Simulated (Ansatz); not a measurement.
Results of LDA in Ansatz (PAW) for solid iodine.

Run with plane-wave cutoff 520 eV, 6×6×2 k mesh (along the axes of the cell as run), Fermi–Dirac smearing 0.01 eV, scalar-relativistic PAW data made under PBE.

Starting structure:

```
I
1.0
    3.63500    -2.39500     0.00000
    3.63500     2.39500     0.00000
    0.00000     0.00000     9.79000
I
4
Direct
  0.15400   0.84600   0.88300
  0.34600   0.65400   0.38300
  0.65400   0.34600   0.61700
  0.84600   0.15400   0.11700
```

Into what structure does the relaxation of cell and atoms lead at this level, with the symmetry of the start kept?

The volume drops by 13 %; final space group Cmce.
```
I
1.0
    3.57029    -2.16453     0.00000
    3.57029     2.16453     0.00000
    0.00000     0.00000     9.56174
I
4
Direct
  0.17570   0.82430   0.87701
  0.32430   0.67570   0.37701
  0.67570   0.32430   0.62299
  0.82430   0.17570   0.12299
```

Ansatz is a first-principles code.
